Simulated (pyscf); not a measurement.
One substitution at Si on the doublet surface with elements of a group swapped. ωB97M-D3(BJ)/def2-TZVP, eV, from the separated reactants. Structures and frequencies: ωB97X-D3(BJ)/def2-SVP in PySCF.

| step | barrier | reaction energy | imaginary mode (i cm⁻¹) |
|---|---|---|---|
| `[SiH4]` + `[SiH3][PH]` [doublet] → `[SiH3][PH][SiH3]` + `[H]` [doublet] | 1.11 | +0.90 | 613 |
| `[SiH4]` + `[SiH3][AsH]` [doublet] -> `[SiH3][AsH][SiH3]` + `[H]` [doublet] | [?] | [?] | 565 |

Fill in the missing entries.


- `[SiH4]` + `[SiH3][AsH]` [doublet] -> `[SiH3][AsH][SiH3]` + `[H]` [doublet], barrier: 1.37
- `[SiH4]` + `[SiH3][AsH]` [doublet] -> `[SiH3][AsH][SiH3]` + `[H]` [doublet], reaction energy: +1.22

Each row is the saddle that its search found. Elements up to Kr have no core potential and no relativistic terms here.
